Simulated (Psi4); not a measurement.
Psi4 input (wB97X-D/6-311+G**):

```
memory 1500 MB

molecule {
1 2
C    -0.00000000   -0.00000000   -0.62165074
C     0.00000000    0.00000000    0.62165074
H     0.00000000    0.00000000    1.70119702
H    -0.00000000   -0.00000000   -1.70119702
symmetry c1
no_reorient
no_com
}

set {
  basis 6-311+G**
  reference uks
  scf_type pk
  dft_radial_points 99
  dft_spherical_points 590
  e_convergence 1e-8
  d_convergence 1e-7
  maxiter 150
}

e = energy('wb97x-d')
print_out(f'\nFINAL {e:.10f} DIPOLE {variable("CURRENT DIPOLE")[0]:.6f} {variable("CURRENT DIPOLE")[1]:.6f} {variable("CURRENT DIPOLE")[2]:.6f}\n')
```

From the last part of the output:

```
              A
    DOCC [     6 ]
    SOCC [     1 ]
    NA   [     7 ]
    NB   [     6 ]

  @UKS Final Energy:   -76.90781401201316

   => Energetics <=

    Nuclear Repulsion Energy =             24.0939303259421607
    One-Electron Energy =                -145.6590256862924093
    Two-Electron Energy =                  52.3255627597561102
    DFT Exchange-Correlation Energy =      -7.6680527653616029
    Empirical Dispersion Energy =          -0.0002286460574075
    VV10 Nonlocal Energy =                  0.0000000000000000
    Total Energy =                        -76.9078140120131621

  UHF NO Occupations:
  HONO-2 :    5  A 1.9996514
  HONO-1 :    6  A 1.9995216
  HONO-0 :    7  A 1.0000000
  LUNO+0 :    8  A 0.0004784
  LUNO+1 :    9  A 0.0003486
  LUNO+2 :   10  A 0.0000719
  LUNO+3 :   11  A 0.0000608

Computation Completed

Properties will be evaluated at   0.000000,   0.000000,   0.000000 [a0]

Properties computed using the SCF density matrix

 Multipole Moments:

 ------------------------------------------------------------------------------------
     Multipole            Electronic (a.u.)      Nuclear  (a.u.)        Total (a.u.)
 ------------------------------------------------------------------------------------

 L = 1.  Multiply by 2.5417464519 to convert [e a0] to [Debye]
 Dipole X            :         -0.0000000            0.0000000           -0.0000000
 Dipole Y            :          0.0000000            0.0000000            0.0000000
 Dipole Z            :          0.0000000            0.0000000            0.0000000
 Magnitude           :                                                    0.0000000

 ------------------------------------------------------------------------------------

FINAL -76.9078140120 DIPOLE -0.000000 0.000000 0.000000

*** Psi4 exiting successfully. Buy a developer a beer!
```

The dipole moment of an ion depends on the origin.
